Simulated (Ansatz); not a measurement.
# AlClO+ (quartet): the correlation ladder, def2-QZVPP

The task here is to estimate one member of a computed series from the others.

Computed with Ansatz 0.2.0, Gaussian basis. Level: def2-QZVPP, core rule «outside noble gas», up to 11 orbitals frozen.

Plan: UHF; ROHF; CCSD(T) on UHF.

5 further runs of the same task are left out: 1 that didn't finish, 4 set aside as unsound or not needed.

**The geometry**

The geometry is a PBE0/def2-TZVP stationary point (not a proven minimum) of the parent state, kept for this charge and spin.

3 atoms, charge 1, spin multiplicity 4.

Atoms are counted from 1 here; the program's logs count them from 0.

Bond lengths: Al1–O2 1.750 Å, Al1–Cl3 2.102 Å. Angles: O2–Al1–Cl3 112.3°.

Geometry (Å):

```xyz
3

Al    0.0000   -0.6181    0.6255
O     0.0000    0.6226    1.8602
Cl    0.0000    0.1894   -1.3155
```

Set-up of the first run:

Input file in.yaml:

```yaml
crystal:
  periodic: [false, false, false]
  atoms:
    - {symbol: Al, position_ang: [0.000000, -0.618067, 0.625527]}
    - {symbol: O, position_ang: [0.000000, 0.622582, 1.860209]}
    - {symbol: Cl, position_ang: [0.000000, 0.189419, -1.315542]}
basis:
  gaussian: {orbitals: "def2-QZVPP.json"}
total_charge: 1
magnetization: {spin_polarized: true, initial_magnetization: 3}
hamiltonian: {xc: hf}
output: {orbitals: {seedname: orbitals}}
```

Run with:

```bash
> ansatz run in.yaml --threads 1 --pin off --events-out ev --progress --plain --max-ram 2393MiB
```

Among the steps run: UHF; ROHF; CCSD(T) on UHF.

One table of the session follows, with a row left open; its other results are not shown here.

| method | from UCCSD(T) (kJ/mol) |
| --- | --- |
| ROHF | +1207.7 |
| UHF | ? |
| UMP2 | +145.0 |
| UCCSD | +51.3 |
| UCCSD(T) | 0 |

Estimate the missing values for UHF.

As computed: from UCCSD(T) (kJ/mol): +1186.9. In the column «from UCCSD(T) (kJ/mol)» it lies between UMP2 (+145.0) and ROHF (+1207.7).
